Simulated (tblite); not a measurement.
C3H8N (charge +1).
SMILES with atom numbers: `[CH2:1]=[N+:2]([CH3:3])[CH3:4]` (hydrogens: H5, H6 on C1; H7, H8, H9 on C3; H10, H11, H12 on C4)
Bond orders are those of one Lewis drawing.

Computed with GFN2-xTB (tblite), gas phase: Langevin dynamics at 300 K from the optimised GFN2-xTB geometry, time step 0.5 fs, friction 0.01 fs⁻¹, 2000 steps. The instantaneous temperature is 2·E(kin)/(3Nk) with all 3N coordinates.

```json
{"t (fs)": "0", "T (K)": "262", "E(pot) above start (eV)": "0.000", "C1=N2 (Å)": "1.266", "N2–C3 (Å)": "1.436", "N2–C4 (Å)": "1.436", "C1–H5 (Å)": "1.082"}
{"t (fs)": "50", "T (K)": "290", "E(pot) above start (eV)": "0.231", "C1=N2 (Å)": "1.255", "N2–C3 (Å)": "1.438", "N2–C4 (Å)": "1.432", "C1–H5 (Å)": "1.078"}
{"t (fs)": "100", "T (K)": "282", "E(pot) above start (eV)": "0.220", "C1=N2 (Å)": "1.254", "N2–C3 (Å)": "1.461", "N2–C4 (Å)": "1.458", "C1–H5 (Å)": "1.073"}
{"t (fs)": "150", "T (K)": "193", "E(pot) above start (eV)": "0.255", "C1=N2 (Å)": "1.269", "N2–C3 (Å)": "1.480", "N2–C4 (Å)": "1.428", "C1–H5 (Å)": "1.114"}
{"t (fs)": "200", "T (K)": "187", "E(pot) above start (eV)": "0.327", "C1=N2 (Å)": "1.257", "N2–C3 (Å)": "1.420", "N2–C4 (Å)": "1.417", "C1–H5 (Å)": "1.058"}
{"t (fs)": "250", "T (K)": "205", "E(pot) above start (eV)": "0.424", "C1=N2 (Å)": "1.293", "N2–C3 (Å)": "1.522", "N2–C4 (Å)": "1.416", "C1–H5 (Å)": "1.056"}
{"t (fs)": "300", "T (K)": "311", "E(pot) above start (eV)": "0.423", "C1=N2 (Å)": "1.255", "N2–C3 (Å)": "1.470", "N2–C4 (Å)": "1.467", "C1–H5 (Å)": "1.121"}
{"t (fs)": "350", "T (K)": "409", "E(pot) above start (eV)": "0.354", "C1=N2 (Å)": "1.263", "N2–C3 (Å)": "1.440", "N2–C4 (Å)": "1.446", "C1–H5 (Å)": "1.068"}
{"t (fs)": "400", "T (K)": "316", "E(pot) above start (eV)": "0.412", "C1=N2 (Å)": "1.283", "N2–C3 (Å)": "1.438", "N2–C4 (Å)": "1.487", "C1–H5 (Å)": "1.053"}
{"t (fs)": "450", "T (K)": "371", "E(pot) above start (eV)": "0.472", "C1=N2 (Å)": "1.254", "N2–C3 (Å)": "1.379", "N2–C4 (Å)": "1.509", "C1–H5 (Å)": "1.132"}
{"t (fs)": "500", "T (K)": "221", "E(pot) above start (eV)": "0.373", "C1=N2 (Å)": "1.275", "N2–C3 (Å)": "1.427", "N2–C4 (Å)": "1.402", "C1–H5 (Å)": "1.054"}
{"t (fs)": "550", "T (K)": "154", "E(pot) above start (eV)": "0.228", "C1=N2 (Å)": "1.261", "N2–C3 (Å)": "1.458", "N2–C4 (Å)": "1.428", "C1–H5 (Å)": "1.102"}
{"t (fs)": "600", "T (K)": "288", "E(pot) above start (eV)": "0.225", "C1=N2 (Å)": "1.281", "N2–C3 (Å)": "1.436", "N2–C4 (Å)": "1.402", "C1–H5 (Å)": "1.099"}
{"t (fs)": "650", "T (K)": "252", "E(pot) above start (eV)": "0.293", "C1=N2 (Å)": "1.286", "N2–C3 (Å)": "1.451", "N2–C4 (Å)": "1.433", "C1–H5 (Å)": "1.049"}
{"t (fs)": "700", "T (K)": "229", "E(pot) above start (eV)": "0.377", "C1=N2 (Å)": "1.230", "N2–C3 (Å)": "1.484", "N2–C4 (Å)": "1.474", "C1–H5 (Å)": "1.108"}
{"t (fs)": "750", "T (K)": "209", "E(pot) above start (eV)": "0.431", "C1=N2 (Å)": "1.281", "N2–C3 (Å)": "1.414", "N2–C4 (Å)": "1.441", "C1–H5 (Å)": "1.057"}
{"t (fs)": "800", "T (K)": "231", "E(pot) above start (eV)": "0.301", "C1=N2 (Å)": "1.244", "N2–C3 (Å)": "1.421", "N2–C4 (Å)": "1.435", "C1–H5 (Å)": "1.101"}
{"t (fs)": "850", "T (K)": "294", "E(pot) above start (eV)": "0.387", "C1=N2 (Å)": "1.306", "N2–C3 (Å)": "1.470", "N2–C4 (Å)": "1.480", "C1–H5 (Å)": "1.073"}
{"t (fs)": "900", "T (K)": "302", "E(pot) above start (eV)": "0.289", "C1=N2 (Å)": "1.248", "N2–C3 (Å)": "1.403", "N2–C4 (Å)": "1.463", "C1–H5 (Å)": "1.062"}
{"t (fs)": "950", "T (K)": "251", "E(pot) above start (eV)": "0.391", "C1=N2 (Å)": "1.297", "N2–C3 (Å)": "1.442", "N2–C4 (Å)": "1.466", "C1–H5 (Å)": "1.156"}
{"t (fs)": "1000", "T (K)": "349", "E(pot) above start (eV)": "0.464", "C1=N2 (Å)": "1.243", "N2–C3 (Å)": "1.440", "N2–C4 (Å)": "1.465", "C1–H5 (Å)": "1.029"}
```

Question: From 500 fs on, how do temperature and potential energy compare with equipartition?

Answer: The mean temperature of these 11 frames is 253 K against the target 300 K, and the mean potential energy 0.34 eV against 30 × kT/2 = 0.39 eV for 30 classical harmonic modes. For 12 atoms in a canonical ensemble the temperature itself scatters by T·√(2/(3N)) = 71 K; here its standard deviation is 51 K. The whole run lasts only 10 friction times of 100 fs, so these averages carry a wide statistical error.

Question: What are the kinetic and total energies of the listed frame with the highest potential energy?

Answer: The one at 450 fs, 0.472 eV above the start. Its kinetic energy is 3NkT/2 = 0.575 eV at 371 K, so the sum is 1.05 eV; over the listed frames the sum runs from 0.41 to 1.05 eV, since the thermostat adds and removes energy.

Question: How much do the listed bonds fluctuate from 500 fs on?

Answer: 
```json
{"bond": "C1=N2", "at the start (Å)": "1.266", "mean (Å)": "1.268", "standard deviation (Å)": "0.024"}
{"bond": "N2–C3", "at the start (Å)": "1.436", "mean (Å)": "1.441", "standard deviation (Å)": "0.023"}
{"bond": "N2–C4", "at the start (Å)": "1.436", "mean (Å)": "1.444", "standard deviation (Å)": "0.026"}
{"bond": "C1–H5", "at the start (Å)": "1.082", "mean (Å)": "1.081", "standard deviation (Å)": "0.034"}
```

The motion is classical and holds no zero-point motion.

What follows is the cost of the whole dynamics run. The run took 7.3 s of wall time on one thread of an Intel Xeon Platinum 8375C at 2.90 GHz, shared host, and the process peaked at 0.18 GiB of memory.
